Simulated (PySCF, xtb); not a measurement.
**CH4BSi: where a starting geometry ends**

The starting geometry of this gas-phase doublet was built from a drawn formula by distance geometry and a force field; its bonds are those of `[B]1C[SiH2]1`.

```yaml
atoms:
  - { symbol: C, position_ang: [-1.7607, 0.6809, -1.3501] }
  - { symbol: B, position_ang: [-0.3679, 0.2978, -2.0863] }
  - { symbol: Si, position_ang: [-1.6723, -1.0500, -1.1623] }
  - { symbol: H, position_ang: [-2.5452, 1.0473, -2.0640] }
  - { symbol: H, position_ang: [-1.5739, 1.3314, -0.4249] }
  - { symbol: H, position_ang: [-2.1602, -1.9368, -2.2037] }
  - { symbol: H, position_ang: [-0.8612, -1.6082, -0.0376] }
```

**Question.** Where would you expect an optimisation with r2SCAN-D4/def2-SVP to take it?

**Answer.** It keeps its bonds, and is `[B]1C[SiH2]1`. Distances that change by over a tenth: C1–Si3 (1.74 → 1.95 Å).

The energy falls by 0.81 eV over 10 steps:

```tsv
step	E − E(last) (eV)
1	0.811
2	0.318
3	0.102
4	0.032
5	0.011
6	0.003
7	0.001
8	0.000
9	0.000
10	0.000
```

Final geometry (Å):

```xyz
7

C    -1.6782    0.7764   -1.4067
B    -0.3740    0.4300   -2.1250
Si   -1.3120   -1.1355   -1.3357
H    -2.5435    1.1005   -2.0081
H    -1.6279    1.3432   -0.4624
H    -2.2447   -1.9850   -2.1226
H    -0.9744   -1.6698    0.0101
```

From the same start GFN2-xTB ends elsewhere, differing in C1–Si3 (3.25 against 1.95 Å here).

The end wasn't checked by frequencies. Open shells are spin-unrestricted. Run with PySCF 2.14.0, 110 s on 2 threads of Arm Neoverse V1 (shared host).
